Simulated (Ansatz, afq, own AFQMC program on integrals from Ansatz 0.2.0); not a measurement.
# BSiH$_{2}$, doublet → BSiH₂⁺, singlet

```xyz
4

Si    0.0000   -0.0053    0.5948
B     0.0000   -0.0779   -1.2479
H     0.0000    1.1505   -0.7602
H     0.0000   -0.1670   -2.4296
```

Connectivity, by distances: Si–BH, 1 bridging H.

E(singlet, charge +1) − E(doublet, charge +0) at this geometry, on UHF and RHF determinants.

Basis cc-pVTZ. Only valence electrons are correlated. Integrals, coupled cluster, full CI and functionals: Ansatz 0.2.0; the random walks run on the same integrals in our own AFQMC program. The CISD trial takes its coefficients from CCSD amplitudes. Released means that phaseless walkers are propagated on without the constraint, phases kept. Uncertainties: one standard error, sampling alone. The errors of all members are added in quadrature.

No full CI on the walks' own integrals is used here; CCSDT(Q) serves as the reference and is uncertain by about the last step of the cluster series. Each member takes its own surest rung, up to full CI.

The best estimate is CCSD(T) at the basis-set limit (CBS: def2-TZVPP and def2-QZVPP, with their diffuse functions for anions and beside diffuse sets, CCSD(T) itself extrapolated) plus the step from CCSD(T) to CCSDT(Q) in cc-pVTZ. Rows without CBS are in cc-pVTZ; B2PLYP and the wave-function rows carry a basis error of their own. Core correlation and relativity beyond core potentials are missing, and ± holds the sampling alone.

Cautions: BSiH₂ (doublet): the ph-AFQMC/CISD walk drifts between its halves (2.0 errors), its ph-AFQMC/CISD value lies 30 ± 5 meV above CCSDT(Q); BSiH₂⁺ (singlet): restricted determinant unstable towards unrestricted (UHF 230 meV lower, ⟨S²⟩ 0.67).

Best estimate: 852.5 kJ/mol.

```csv
level,vertical ionization energy (kJ/mol),error against the best estimate (kJ/mol)
HF,777.3,-75.2
MP2,846.3,-6.2
CCSD,836.4,-16.1
CCSD(T),845.6,-6.9
CCSDT,846.2,-6.3
CCSDT(Q),846.8,-5.7
ph-AFQMC/CISD,845.3 ± 0.6,-7.2 ± 0.6
released AFQMC,846.0 ± 0.7,-6.5 ± 0.7
HF/CBS,776.9,-75.6
MP2/CBS,851.5,-1.0
CCSD(T)/CBS,851.2,-1.3
wB97M-V,837.9,-14.6
```

Correlation beyond CCSD(T) adds 1.3 kJ/mol. Going to the basis-set limit adds 5.7 kJ/mol at CCSD(T). The perturbative (T) step is worth +9.2 kJ/mol.

Best estimates are given only where the step beyond CCSD(T) is under 0.3 eV and no member's determinant is very poor (T1 over 0.05, or 0.07 for open shells, ⟨S²⟩ too high by 0.3, two states mixed), so the hardest cases are missing from such tables.

The functionals ran in a triple-zeta set and keep a basis error of their own, a few kJ/mol for each bond in atomization energies and more for double hybrids, so close places among them and the extrapolated levels can swap.

CCSDT and higher add their correlation energy to the determinant of the CCSD(T) run, since their own runs factorise the integrals more tightly (a shift of under 2 meV). Each member of a difference takes its own highest rung, so a best estimate needn't equal the limit plus the step of one row. A walk keeps the symmetry of its determinant, which the program's search chose and which needn't be the lowest solution, so a lower state of the same spin and another symmetry isn't excluded. Released energies are given only where the last usable release times agree within the noise; a slower fall can still hide under it.
